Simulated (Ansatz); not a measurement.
Reaction (SMILES): FF (F2) → 2 F atom
B3LYP-D3(BJ)/def2-TZVP geometries, fixed; electronic energies without zero-point terms.
Largest species:
```
F
F 1 1.3965
```
Charge 0, spin multiplicity 1.

Basis-set convergence of the atomisation energy at PBE0 with Ansatz (a quantum-chemistry and plane-wave program). Cartesian d functions, on some or all atoms, in 6-31+G*; all else is spherical. The program fits the integrals of some runs and decomposes those of others, by size. Open shells are unrestricted. No added dispersion term, no relativity. Functions are those of the species that has most. Reference: the value in aug-cc-pV5Z, 35.10 kcal/mol, itself unsure by roughly 0.05 kcal/mol (its mean distance from pcseg-4, aug-pcseg-3, aug-cc-pVQZ). Deviations are taken from unrounded values.

```tsv
basis	functions	atomisation energy (kcal/mol)	minus reference (kcal/mol)
STO-3G	10	73.88	38.78
6-31G	18	25.48	-9.62
pcseg-0	18	32.85	-2.25
pcseg-1	28	32.09	-3.01
6-31+G*	38	32.81	-2.29
6-311+G**	44	29.05	-6.05
6-311++G(2d,2p)	54	33.28	-1.82
cc-pVTZ	60	35.76	0.67
pcseg-2	60	35.14	0.05
6-311++G(3df,3pd)	78	33.94	-1.15
jun-cc-pV(T+d)Z	78	34.68	-0.41
def2-TZVPPD	80	34.67	-0.43
aug-cc-pVTZ	92	35.10	0.00
aug-pcseg-2	92	35.39	0.29
pcseg-3	120	35.05	-0.05
cc-pV5Z	182	35.04	-0.06
pcseg-4	202	35.09	-0.01
aug-cc-pV5Z	254	35.10	0.00
```
